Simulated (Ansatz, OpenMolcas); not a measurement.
**Heat of formation of HOCN (cyanic acid) from total energies**

The species is HOCN (4 atoms), meant as a singlet with charge 0. As SMILES, `N#CO`. The coordinates come from a PBE0-D4/def2-TZVP relaxation.

Total energies at HF/cc-pVTZ (OpenMolcas 26.06); the atoms run unrestricted:

| species | state | energy (Eh) |
| --- | --- | --- |
| HOCN | singlet | -167.790924 |
| N | quartet | -54.400686 |
| C | triplet | -37.691569 |
| O | triplet | -74.811757 |
| H | doublet | -0.499810 |

Harmonic wavenumbers at PBE0-D4/def2-TZVP, in cm⁻¹: 470, 530, 1126, 1243, 2409, 3798.

Measured heats of formation of the gaseous atoms at 298.15 K, in kJ/mol: N 472.4, C 716.9, O 249.2, H 218.0. Spin-orbit lowering of the atoms at 298 K (mean of the ground term's levels less their thermal mean, from spectra), in kJ/mol: C 0.02, O 0.40. Take 1 Eh = 2625.50 kJ/mol, 1 cm⁻¹ = 0.0119627 kJ/mol, RT = 2.479 kJ/mol.

Question: Work out the heat of formation of the gas at 298 K.

Answer: 
1. Electronic atomisation energy: (-54.400686) + (-37.691569) + (-74.811757) + (-0.499810) − (-167.790924) = 0.387102 Eh = 1016.3 kJ/mol.
2. Zero-point energy: half the sum of the wavenumbers, 4788 cm⁻¹ = 57.3 kJ/mol.
3. Thermal vibrational enthalpy, Σ hcν̃/(exp(hcν̃/kT) − 1): 1.3 kJ/mol. Translation, rotation and pV of a non-linear molecule: 4 RT = 9.9 kJ/mol.
4. The 4 free atoms carry 5/2 RT each: 24.8 kJ/mol.
5. Spin-orbit coupling lowers the free atoms by 0.02 + 0.40 = 0.4 kJ/mol.
6. Atomisation enthalpy at 298 K: 1016.3 − 0.4 − 57.3 − 1.3 − 9.9 + 24.8 = 972.2 kJ/mol.
7. Sum of the atoms' heats of formation: 1656.5 kJ/mol. Heat of formation: 1656.5 − 972.2 = +684.3 kJ/mol.

The tabulated value is -14.9 kJ/mol (Active Thermochemical Tables), so this level is off by +699.2 kJ/mol, or 41.8 % of the atomisation enthalpy. Hartree–Fock leaves out correlation, which is larger in the molecule than in the atoms, so it underbinds and puts the heat of formation too high. Anharmonicity and any spin-orbit splitting of the molecule are left out.
